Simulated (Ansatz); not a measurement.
# Which is lower?

The two ends of one reaction step of C2H3S, doublet (PBE0-D4/def2-TZVP).

A:

```
6
angstrom
H -1.5745 0.7979 0.8685
C 0.2317 -0.3518 -0.5523
C 1.0936 -0.0184 -1.3456
S -0.4981 0.3054 1.4984
H 1.8013 0.1719 -2.1206
H -1.0538 -0.9051 1.6517
```

B:

| atom | x (Å) | y (Å) | z (Å) |
| --- | --- | --- | --- |
| H1 | -1.3008 | 1.1128 | -0.8732 |
| C2 | -0.3655 | 0.6031 | -0.8739 |
| C3 | 0.6929 | 0.0352 | -0.8808 |
| S4 | -0.0267 | -0.0818 | 1.9662 |
| H5 | 1.6346 | -0.4625 | -0.8929 |
| H6 | -0.6345 | -1.2069 | 1.5545 |

Computed with Ansatz 0.2.0 (basis: def2-TZVPP); correlated methods freeze the cores; orbitals are unrestricted. B3LYP uses VWN-RPA correlation.

Q: Which structure is lower at CCSD(T), and by how much? (An estimate is asked for; the value comes from the calculation.)

A: Computed: B, by 1.589 eV (electronic energy, against the other). By their contacts, A is a complex of C₂H ([C][CH]) + H₂S and B is a complex of C₂H₂ (C#C) + HS.

All methods give the same order:

```tsv
method	E(B) − E(A) (eV)
SPW92	-1.166
PBE-D4	-1.314
BLYP-D4	-1.424
r2SCAN-D4	-1.404
B97M-V	-1.514
PBE0-D4	-1.449
B3LYP-D4	-1.520
r2SCAN0-D4	-1.503
BHLYP-D4	-1.699
CAM-B3LYP-D4	-1.579
wB97X-V	-1.541
wB97M-V	-1.559
B2PLYP	-1.539
PBE-QIDH	-1.552
RPA on PBE	-1.429
HF	-2.040
MP2	-1.918
CCSD	-1.680
CCSD(T)	-1.589
```

T1 diagnostic: at most 0.043. ⟨S²⟩ of the unrestricted Hartree–Fock references: 0.76 to 0.97 (a pure state has 0.75). The unrestricted reference is spin-contaminated, which hurts MP2 most.

Labels in which every atom is bracketed show which atoms are joined, not bond orders.

For scale, one of the runs: CCSD(T)/def2-TZVPP, 146 basis functions, launched by `ansatz run in.yaml --threads 2 --pin off --events-out ev --progress --plain --max-ram 4352MiB`. The run took 39 s on 2 CPU threads (shared host), with 2 GiB of host memory at its peak.
